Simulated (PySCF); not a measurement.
**Phosphorus: a sound run and one with changed settings**

Sound run: P [Ne] 3s2 3p3, P⁺ [Ne] 3s2 3p2. Computed with PySCF 2.14 in pcseg-2 (5s4p2d1f, 34 functions), with no relativity, point nucleus. The sound run starts from symmetry-adapted Hartree-Fock orbitals and uses a fine grid where one is needed.

Changed run: initial guess atom, at most 3 SCF cycles. This setting is unsound on purpose.

```csv
species,method,sound run (hartree),changed run (hartree),converged
P,UHF,-340.70921,-340.70910,no
P,B3LYP,-341.28896,-341.28895,no
P,PBE0,-341.14132,-341.14132,no
P⁺,UHF,-340.34439,-340.34396,no
P⁺,B3LYP,-340.90694,-340.90691,no
P⁺,PBE0,-340.75380,-340.75376,no
```

The SCF was stopped early; the energies are upper bounds that still move, and correlated levels were skipped or rest on poor orbitals.
